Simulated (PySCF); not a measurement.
Level of theory: PBE-D3(BJ)/def2-TZVP // B3LYP-D3(BJ)/def2-SVP in PySCF. All species are isolated molecules in the gas phase. 

Reference species (SMILES): `O` (neutral, multiplicity 1).

dipole moment: 2.05 D
HOMO: -6.97 eV

Changed species: `N` (free base NH3; the reference has free base H2O).

**Question.** Predict the effect on the dipole moment and HOMO.

**Answer.** the dipole moment falls by 0.30 D, to 1.75 D; the HOMO goes up by 0.90 eV, to -6.07 eV.
